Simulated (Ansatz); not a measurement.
## H₃O₂P, SMILES OPO: the energy of protonation at one site, step by step

Computed with Ansatz 0.2.0, Python API.

`h3o2p.xyz`
```text
6

O    -0.59180   -0.78620   -0.39870
P     0.40330    0.48080   -0.49770
O     1.09160    0.13620    0.88850
H    -1.11050   -0.76560   -1.23260
H    -0.43790    1.52360   -0.06580
H     0.68730   -0.65290    1.26010
```

Interactive session:
```pycon
>>> import ansatz as az
>>> import numpy as np
>>> molecule = az.Crystal.molecule_from_extxyz("h3o2p.xyz")
>>> model = molecule.calculation()
>>> model = model.basis(gaussian="cc-pVDZ").functional("PBE0")
>>> symbols = [site.symbol for site in molecule.cartesian_sites]
>>> start = np.array([site.position_ang for site in molecule.cartesian_sites], dtype=float)
>>> data = model.relax(force_tolerance=0.01, max_steps=100).run(threads=1, backend="cpu").report

>>> end = np.array(data["positions_ang"])
>>> # start the new hydrogen opposite the existing bonds
>>> away = sum((end[2] - end[j]) / np.linalg.norm(end[2] - end[j]) for j in [1, 5]) + np.array([0.15, 0.1, -0.2])
>>> proton = end[2] + 1.0 * away / np.linalg.norm(away)
>>> acid = az.Crystal.molecule()
>>> for symbol, place in zip(symbols, end):
...     acid = acid.atom(symbol, place.tolist())
...
>>> acid = acid.atom("H", proton.tolist())
>>> protonated = (
...     acid.calculation()
...     .basis(gaussian="cc-pVDZ")
...     .functional("PBE0")
...     .charge(1)  # electrons removed from the neutral system
...     .relax(force_tolerance=0.01, max_steps=80)  # relax until the tolerances are met
... )
>>> after = protonated.run(threads=1, backend="cpu").report
>>> xyz = np.array(after["positions_ang"])
>>> reach = np.linalg.norm(xyz[:-1] - xyz[-1], axis=1)
>>> print(f"base {data['free_energy_ev']:.5f} eV, protonated {after['free_energy_ev']:.5f} eV")
base -13424.30896 eV, protonated -13432.69557 eV
>>> print(f"the proton ends {reach.min():.3f} A from {symbols[reach.argmin()]}{reach.argmin()}")
the proton ends 0.975 A from O2
>>> print(f"electronic proton affinity {96.485332 * (data['free_energy_ev'] - after['free_energy_ev']):.1f} kJ/mol")
electronic proton affinity 809.2 kJ/mol
```

What to keep in mind:
- Total energies depend on the basis set; only differences at equal settings carry meaning.
- The proton is put on one chosen atom, which needn't be the most basic site, so the molecule's proton affinity can be higher; the ends are stationary points, not checked by frequencies, and zero-point and thermal terms count only where printed.
- Run time: 44 s on 1 thread of Arm Neoverse V1 (shared host), peak memory 0.19 GiB.

(A comment or docstring line of the script was reworded after the run, the code is as it ran; lines on the test bed's own set-up are left out of the output.)
